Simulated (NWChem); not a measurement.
**Correlation energy of H₂Si**

```
Si
H 1 1.4947
H 1 1.4947 2 118.81
```
Charge 0, spin multiplicity 3.

Everything below was run with NWChem. All single points use one geometry, from UB3LYP/def2-SVP, a minimum by its harmonic frequencies.

Basis set: 3-21G. Each correlation energy counts from its own Hartree-Fock reference.

The correlated methods keep 5 core orbitals frozen. This spin state was chosen for the runs; another may lie lower. The structure started from a generated list of species. The unpaired electrons of the parent sit in orbitals of symmetry a1 and b2 (C2v labels of the run); other states weren't searched. No SCF solution was tested for a lower state. Open-shell Hartree-Fock references start from PBE0 orbitals. Coupled-cluster values serve here as a point of comparison, not as the truth.

### Question
One of these methods gave a correlation energy of -52.2 mHa. Which?
A) SCS-UMP2
B) CCSD(T) on UHF
C) UMP2

### Answer
B, CCSD(T) on UHF. The others give -40.1 (SCS-UMP2), -36.1 (UMP2).
